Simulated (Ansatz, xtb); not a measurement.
Relative energy of two spin states of CH4FN

We compare I, the triplet with the links of `[NH3+][CH-]F`, with II, `[NH3+][CH-]F`, a singlet. Both are isolated molecules in the gas phase, relaxed with B3LYP-D4/def2-TZVP.

I (Å):

| atom | x (Å) | y (Å) | z (Å) |
| --- | --- | --- | --- |
| C | -0.3581 | 1.0396 | 0.6705 |
| F | 0.9042 | 0.7467 | 0.9536 |
| N | -1.2195 | 1.1480 | 1.8316 |
| H | -1.3318 | 0.2007 | 2.3413 |
| H | -0.8440 | 1.8732 | 2.5277 |
| H | -2.2104 | 1.4662 | 1.5207 |
| H | -0.7513 | 0.6121 | -0.2383 |

II (Å):

```xyz
7

C    -0.3352    1.2883    0.5276
F     0.8513    0.6692    1.0298
N    -1.2353    1.1546    1.8161
H    -1.2690    0.2212    2.2562
H    -0.8682    1.8063    2.5040
H    -2.1774    1.4532    1.5731
H    -0.7772    0.4937   -0.0995
```

Estimate which is lower in electronic energy at CCSD(T)/def2-TZVPP, and by roughly how much.

The CCSD(T)/def2-TZVPP calculation puts structure II lower, by 267.3 kJ/mol.

How the difference moves with the method:

| level | geometry | E(II) − E(I) (kJ/mol) | departure from the last row (kJ/mol) | job, with rough time for the two |
| --- | --- | --- | --- | --- |
| B3LYP-D4/def2-TZVP | B3LYP-D4/def2-TZVP | −242.1 | +25.2 | optimisation, 38 s |
| HF/def2-TZVPP | B3LYP-D4/def2-TZVP | −215.9 | +51.5 | part of the CCSD(T) run |
| MP2/def2-TZVPP | B3LYP-D4/def2-TZVP | −266.4 | +0.9 | part of the CCSD(T) run |
| CCSD(T)/def2-TZVPP | B3LYP-D4/def2-TZVP | −267.3 |  | single point, 1.7 min |

The levels shown agree on the order. The largest departure from CCSD(T)/def2-TZVPP is that of HF/def2-TZVPP, 51.5 kJ/mol. Levels run at GFN2-xTB geometries aren't shown.

With harmonic frequencies from B3LYP-D4/def2-TZVP (ideal gas, rigid rotor, one conformer each, 298.15 K, 1 atm): on the last row, ΔE + ΔZPE = −238.6, ΔH = −238.9, ΔG = −235.5 kJ/mol.

Open shells are spin-unrestricted. The correlated steps freeze 3 core orbitals. ΔG holds the spin degeneracy. Run with Ansatz 0.2.0; the last row on 2 threads of Arm Neoverse V1 on a shared host.
